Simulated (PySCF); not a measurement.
Fill in the blanks.

Compound: PF2PH2, F2H2P2.
SMILES: `FP(F)P`

Conformer (atom-mapped SMILES and torsion angles): `[F:1][P:2]([F:3])[PH2:4]`: H–P4–P2–F1 179°, H–P4–P2–F1 86°.

```csv
property,level,value
point group of the GFN2-xTB geometry,GFN2-xTB,?
"rotational constants A, B, C of the GFN2-xTB geometry",GFN2-xTB,"6.905, 3.340, 2.666 GHz"
dipole moment,PBE0/def2-SVPD,?
HOMO energy,PBE0/def2-SVPD,?
LUMO energy,PBE0/def2-SVPD,-1.04 eV
lowest singlet excitation,TDDFT PBE0/def2-SVPD,"4.94 eV (251 nm, f = 0.012)"
strongest line among the 8 lowest singlet transitions,TDDFT PBE0/def2-SVPD,?
lowest triplet excitation (Tamm–Dancoff),TDA PBE0/def2-SVPD,?
static isotropic polarisability,PBE0/def2-SVPD,?
electronic spatial extent ⟨r²⟩ about the centre of nuclear charge,PBE0/def2-SVPD,?
```

Electronic properties: PySCF, gas phase, density fitting.

**Question.** The static isotropic polarisability?

**Answer.** 54.0 au.

**Question.** The lowest triplet excitation (Tamm–Dancoff)?

**Answer.** 4.03 eV.

**Question.** Give the HOMO energy.

**Answer.** -7.48 eV.

**Question.** Give the point group of the GFN2-xTB geometry.

**Answer.** Cs.

**Question.** Give the strongest line among the 8 lowest singlet transitions.

**Answer.** S2 at 6.10 eV (203 nm, f = 0.306).

**Question.** Give the dipole moment.

**Answer.** 2.30 D.

**Question.** The electronic spatial extent ⟨r²⟩ about the centre of nuclear charge?

**Answer.** 457 bohr².

In atomic units the dipole is 0.91 e·bohr (1 au = 2.5417 D). The polarisability is 8.00 Å³ as a volume (1 au = 0.148185 Å³), or 1.08 au for each of the 50 electrons. The vertical singlet–triplet gap S1 − T1 is 0.91 eV (TDDFT singlet less Tamm–Dancoff triplet; S1: HOMO→LUMO, weight 0.99; T1: HOMO→LUMO, weight 0.94).

One conformer stands for the species.
